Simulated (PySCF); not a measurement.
Compound: thioacetamide, C2H5NS.
SMILES: `CC(N)=S`

The calculation used PySCF, PBE0-D3(BJ)/def2-SVP geometry optimisation, gas phase.

Take the most abundant isotopes and a rigid rotor. 

(1) What are A, B and C (MHz)?

(2) Classify the top.

(3) Is it planar, by Δ = Ic − Ia − Ib?

(4) Give the other two planar moments, Paa and Pbb, and the rms extents of the mass along the axes.

(5) Give the coordinates in the principal-axis frame, origin at the centre of mass.

(6) Predict some low-J microwave lines.

(7) Estimate the classical rotational partition function at 25 K, 50 K and 200 K.

## Answers

(1) Ia = 52.42, Ib = 100.49, Ic = 149.77 u·Å²; 505379 MHz·u·Å²/I gives A = 9641, B = 5029, C = 3374 MHz.

(2) An asymmetric top. Ray's parameter κ = (2B − A − C)/(A − C) = -0.472; −1 is the prolate and +1 the oblate limit.

(3) Not planar: Δ = Ic − Ia − Ib = -3.14 u·Å². For a rigid frame Δ = −2 Σ m c², so Σ m c² = 1.57 u·Å² lies off the ab plane, practically all of it from hydrogen. The atom farthest from that plane is 0.88 Å away.

(4) Paa = Σ m a² = (Ib + Ic − Ia)/2 = 98.92 and Pbb = Σ m b² = (Ia + Ic − Ib)/2 = 50.85 u·Å². With the mass M = 75.01 u, the rms extents √(P/M) along a, b and c are 1.15, 0.82, 0.14 Å.

(5) The sense of each axis is arbitrary; atoms in the order of the calculation.
| atom | mass (u) | a (Å) | b (Å) | c (Å) |
| --- | --- | --- | --- | --- |
| C1 | 12.000 | -1.252 | -1.183 | 0.000 |
| C2 | 12.000 | -0.373 | 0.038 | 0.001 |
| N3 | 14.003 | -1.022 | 1.212 | 0.000 |
| S4 | 31.972 | 1.274 | -0.063 | 0.000 |
| H5 | 1.008 | -1.016 | -1.798 | 0.880 |
| H6 | 1.008 | -2.327 | -0.947 | 0.003 |
| H7 | 1.008 | -1.021 | -1.793 | -0.885 |
| H8 | 1.008 | -0.479 | 2.067 | -0.001 |
| H9 | 1.008 | -2.031 | 1.268 | 0.000 |

(6) The dipole components are |μa| = 4.32 D, |μb| = 1.21 D, |μc| = 0.00 D; the mirror of this Cs structure is the ab plane, so μc vanishes by symmetry and there are no c-type lines. Intensities carry the squares of the components, which stand as 1.00 : 0.08 (a : b). Some lines, for components of 0.1 D or more:

| type | branch | J(Ka,Kc) | MHz | lower level (cm⁻¹) |
| --- | --- | --- | --- | --- |
| a | Q | 2(2,0) ← 2(2,1) | 371 | 1.567 |
| a | Q | 1(1,0) ← 1(1,1) | 1655 | 0.434 |
| a | Q | 2(1,1) ← 2(1,2) | 4964 | 0.940 |
| b | Q | 1(1,0) ← 1(0,1) | 6267 | 0.280 |
| b | Q | 2(1,1) ← 2(0,2) | 8293 | 0.829 |
| a | R | 1(0,1) ← 0(0,0) | 8403 | 0.000 |
| b | R | 2(0,2) ← 1(1,1) | 11823 | 0.434 |
| b | R | 1(1,1) ← 0(0,0) | 13016 | 0.000 |
| b | Q | 2(2,0) ← 2(1,1) | 14208 | 1.105 |
| a | R | 2(1,2) ← 1(1,1) | 15152 | 0.434 |
| a | R | 2(0,2) ← 1(0,1) | 16435 | 0.280 |
| a | R | 2(1,1) ← 1(1,0) | 18461 | 0.489 |
| b | Q | 2(2,1) ← 2(1,2) | 18801 | 0.940 |
| b | R | 2(1,2) ← 1(0,1) | 19764 | 0.280 |
| b | R | 2(2,1) ← 1(1,0) | 32298 | 0.489 |
| b | R | 2(2,0) ← 1(1,1) | 34324 | 0.434 |

(7) Point group Cs, symmetry number σ = 1; q = (√π/σ)·√((kT/h)³/(ABC)), k/h = 20836.6 MHz/K: 1650 at 25 K, 4660 at 50 K, 37300 at 200 K.

Not checked by PBE0-D3(BJ)/def2-SVP frequencies. Zero-point vibration and centrifugal distortion are left out. A rigid rotor knows nothing of internal rotation, which can split or shift real lines. Quadrupole hyperfine structure (14N) is left out.

Time: 9.5 s wall. Hardware: x86-64 server, one thread (shared host). That covers the optimisation of the geometry.

The values belong to the conformer `[CH3:1][C:2]([NH2:3])=[S:4]`: H–N3–C2–C1 180°, H–N3–C2–C1 0°.
